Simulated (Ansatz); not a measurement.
System: hematite (α-Fe2O3). Method: PBE0 (plane waves, PAW; Ansatz, an electronic-structure program).

Numerical settings: plane-wave cutoff 500 eV, 6×6×6 k mesh, Fermi–Dirac smearing 0.05 eV, spin-polarised with opposed moments, scalar-relativistic PAW data made under PBE.

Cell (relaxed with r²SCAN):

```cif
data_Fe12O18
_chemical_formula_sum 'Fe12 O18'
_space_group_name_H-M_alt 'R-3c :H'
_space_group_IT_number 167
_space_group_name_Hall '-R 3 2"c'
_cell_length_a 5.00770
_cell_length_b 5.00770
_cell_length_c 13.76107
_cell_angle_alpha 90.000
_cell_angle_beta 90.000
_cell_angle_gamma 120.000
loop_
_atom_site_label
_atom_site_type_symbol
_atom_site_symmetry_multiplicity
_atom_site_Wyckoff_symbol
_atom_site_fract_x
_atom_site_fract_y
_atom_site_fract_z
_atom_site_occupancy
Fe1 Fe 12 c 0.00000 0.00000 0.14427 1
O1 O 18 e 0.30749 0.30749 0.25000 1
```
(The calculation used a cell of 10 atoms; values per cell refer to that cell.)

**Question.** What does this level give for the magnetic moment (largest site, within a sphere) and band gap?

**Answer.** 
- magnetic moment (largest site, within a sphere): 3.92 μB
- band gap: 4.24 eV (on the SCF k mesh)

Measured, for comparison: band gap 2.6 eV (temperature not stated, not corrected to a static lattice, photoemission and inverse photoemission; as tabulated in Parkinson (2016), arXiv:1602.06774). Computed (rounded) less measured: band gap +1.64 eV.

Note: exact exchange on metals is sensitive to the k mesh and can open a false gap; a magnet's gap depends somewhat on the PAW data; cell and atoms aren't relaxed at this level (largest force component 0.10 eV/Å, pressure 1.7 GPa).

Moments are spin moments.

Static lattice: no zero-point or thermal effects.

Cost on a shared machine: roughly 28 core-minutes.
